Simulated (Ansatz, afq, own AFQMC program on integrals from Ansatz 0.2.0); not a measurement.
**Where AFQMC and coupled cluster stand for SiH₃⁺, singlet**

```xyz
4

Si    0.0000    0.0000    0.0000
H     2.2020    0.0213   -0.0001
H    -1.1194    1.8964   -0.0043
H    -1.0826   -1.9176    0.0045
```

Basis cc-pVDZ. Noble-gas cores (and the filled d shells of Ga–Kr and In–Xe) are frozen. Integrals, coupled cluster, full CI and functionals: Ansatz 0.2.0; the random walks run on the same integrals in our own AFQMC program. ph-AFQMC/CISD is guided by a CISD state made of CCSD amplitudes; releasing the constraint for a short imaginary time cuts its bias at the price of noise, slowly where states lie close. Uncertainties: one standard error, sampling alone.

Determinant: RHF, the one that the program's search chose, which needn't be the lowest solution. The geometry is a point of a scan.

Full CI on the same integrals is exact in this basis and with this determinant's frozen core.

Cautions: restricted determinant unstable towards unrestricted (UHF 821 meV lower, ⟨S²⟩ 1.16); strong correlation (T1 0.026, weight of the determinant 0.81, largest double 0.19); CCSD(T) is in doubt: in a space of 6 electrons in 9 natural orbitals full CI lies 89 meV below it; the released energies are still falling, so no released level is given (meV from the phaseless value at times in 1/Eh: -7 ± 4 at 0.24, -12 ± 4 at 0.51, -26 ± 4 at 0.99, -37 ± 4 at 1.62, -48 ± 3 at 2.40).

- T1 diagnostic: 0.0263
- weight of the determinant in the CISD state: 0.811
- size of the correlated space: 6 electrons in 28 orbitals

Reference: full CI, correlation energy -4.455 eV.

```tsv
level	E − E(reference) (kJ/mol)	share of correlation (%)
HF	429.8	0.00
MP2	147.9	65.60
CCSD	28.8	93.30
CCSD(T)	10.1	97.66
CCSDT	2.3	99.46
CCSDT(Q)	0.7	99.85
CCSDTQ	0.0	100.01
ph-AFQMC/CISD	7.9 ± 0.4	98.16
```

CCSDT and higher add their correlation energy to the determinant of the CCSD(T) run, since their own runs factorise the integrals more tightly (a shift of under 2 meV). A walk keeps the symmetry of its determinant, which the program's search chose and which needn't be the lowest solution, so a lower state of the same spin and another symmetry isn't excluded.
